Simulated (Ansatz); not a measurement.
Reaction (isomerisation): `C=[N][AlH2]` → `[CH2]1[NH][AlH]1`

Program: Ansatz. Geometries: PBE0-D4/def2-TZVP. ΔE: electronic, gas phase. CBS: MP2 limit from def2 TZ/QZ plus the TZ coupled-cluster correction, frozen cores. DFT in def2-TZVPP. B3LYP here is the variant with VWN-RPA as its local correlation; programs differ in this. HSE06 is defined as in plane-wave codes.

```csv
level,ΔE (kJ/mol),difference from CCSD(T)/CBS
LDA (SPW92),53.1,-29.5
B3LYP-D4,97.9,15.3
HSE06-D4,73.8,-8.8
CAM-B3LYP-D4,93.2,10.6
ωB97X-V,83.9,1.3
ωB97M-V,83.2,0.6
PBE-QIDH,73.8,-8.8
revPBE,83.3,0.7
r2SCANh,79.4,-3.2
LC-ωPBE,70.1,-12.5
HF/def2-TZVPP,127.8,45.2
MP2/def2-TZVPP,78.8,-3.8
SCS-MP2/def2-TZVPP,90.8,8.2
CCSD/def2-TZVPP,91.7,9.1
SCS-MP2/def2-QZVPP,87.3,4.7
HF/CBS(def2),127.0,44.4
CCSD(T)/CBS,82.6,0
```

(1) What do rigid-rotor, harmonic-oscillator terms from PBE0-D4/def2-TZVP frequencies (298.15 K, 1 bar) make of the CCSD(T)/CBS value? (An estimate is asked.)

Largest T1 diagnostic among the species: 0.015.

## Answers

(1) The calculation gave: ΔZPE = +12.4 kJ/mol, ΔH = +92.9 kJ/mol, ΔS = -9 J/(mol·K), ΔG = +95.5 kJ/mol.

At CCSD(T), def2-SVP lies +23.3 kJ/mol from the extrapolated value and def2-TZVPP +6.3 kJ/mol. In def2-TZVPP, CCSD(T) changes the Hartree–Fock value by −38.9 kJ/mol (the triples alone add −2.8 kJ/mol) and MP2 by −49.0 kJ/mol.
